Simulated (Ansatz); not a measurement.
Two isomers of C2H5NS: A = `N/C=C\S`, B = `C=NCS`.

Calculated with Ansatz (gas phase, PBE0-D4/def2-TZVP geometries, no zero-point term in ΔE). CCSD(T)/CBS adds triple-zeta CCSD(T) − MP2 to the extrapolated MP2 energy (def2 sets, frozen cores). Functionals use def2-TZVPP. B3LYP here is the variant with VWN-RPA as its local correlation; programs differ in this. Each species was taken in one conformer, which may not be the lowest.

Question: Which is lower in electronic energy at CCSD(T)/CBS, and by how much? (Estimate.)

Answer: Ansatz gave: A, by 10.7 kcal/mol.

Question: Give E(B) − E(A) in kcal/mol with ωB97M-V, CCSD(T)/def2-TZVPP, BLYP-D4, CCSD/def2-TZVPP, r2SCAN-D4, HF/def2-TZVPP, B3LYP. (Estimate.)

Answer: Ansatz gave: ωB97M-V 11.7, CCSD(T)/def2-TZVPP 9.2, BLYP-D4 11.2, CCSD/def2-TZVPP 9.1, r2SCAN-D4 13.4, HF/def2-TZVPP 8.8, B3LYP 11.6. None reverses the order clearly.

Question: Does the order hold for the free energy at 298.15 K (harmonic terms from PBE0-D4)? (Estimate.)

Answer: The calculation gave: Yes: G(B) − G(A) = +9.9 kcal/mol, for one conformer each.

Largest T1 diagnostic: 0.012.

At CCSD(T), def2-SVP lies −3.4 kcal/mol from the extrapolated value and def2-TZVPP −1.4 kcal/mol. Leaving LDA and LC-ωPBE aside and taking each functional with its dispersion term where it has one, the values, not all of them listed here, spread over 2.9 kcal/mol, from ωB97X-V to r2SCAN0-D4. LDA lies +4.1 kcal/mol from PBE without D4.
